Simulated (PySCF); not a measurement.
# Computed properties of dichloromethane (CH₂Cl₂), SMILES ClCCl

CH₂Cl₂, SMILES ClCCl. The structure is a stationary point at r2SCAN-D4/def2-TZVP. The values are those of a single conformer. All values are computed for the isolated molecule unless a solvent is named; none is compared with measurement here.

**Structure.** The optimised structure has C2v symmetry. All 9 harmonic modes at r2SCAN-D4/def2-TZVP (PySCF) are real, so it is a minimum. With heavy atoms numbered as in [Cl:1][CH2:2][Cl:3], the shortest bond between them is Cl1–C2 at 1.774 Å and the longest C2–Cl3 at 1.774 Å.

**Vibrations.** The strongest infrared lines (harmonic, unscaled, degenerate partners summed) lie at 723 cm⁻¹ (164 km/mol, C 73 %, Cl 22 %), 1281 cm⁻¹ (41 km/mol, H 91 %, C 8 %), 712 cm⁻¹ (13 km/mol, C 64 %, Cl 29 %). The softest mode is at 283 cm⁻¹ and the zero-point energy is 18.3 kcal/mol.

**Electronic structure.** PBE0/def2-TZVPD (PySCF) places the frontier levels at -8.77 and -0.49 eV, a gap of 8.28 eV, and gives a dipole moment of 1.65 D and a mean polarisability of 43.4 bohr³. PBE/def2-TZVPD (PySCF) at the same geometry gives -7.35 and -1.50 eV, so its gap is 2.43 eV narrower. An orbital gap is neither the optical nor the fundamental gap.

**Excitations.** TDDFT-ωB97X/def2-SVPD (PySCF) has S1 at 7.18 eV (173 nm, f = 0.000, dark); the most intense of the 10 singlets computed lies at 8.90 eV (f = 0.05). T1 (TDA) is at 6.56 eV. TDDFT-PBE/def2-SVPD (PySCF) puts S1 at 6.21 eV. No vertical singlet excitation falls in the visible range (under 3.1 eV).

**NMR.** GIAO shifts at KT2/pcSseg-2 (PySCF) (non-relativistic, atoms alike by connectivity averaged): ¹³C at 73.2 ppm against TMS; ¹H at 5.8 ppm against TMS. Without spin–orbit terms, shifts of atoms bonded to Cl or Br come out too high.

**Solvation.** SMD-ωB97X/def2-SVP (PySCF) gives -1.7 kcal/mol in water, -4.5 kcal/mol in chloroform, -3.6 kcal/mol in toluene (1 M in both phases, gas-phase geometry); of these solvents chloroform holds the molecule best.
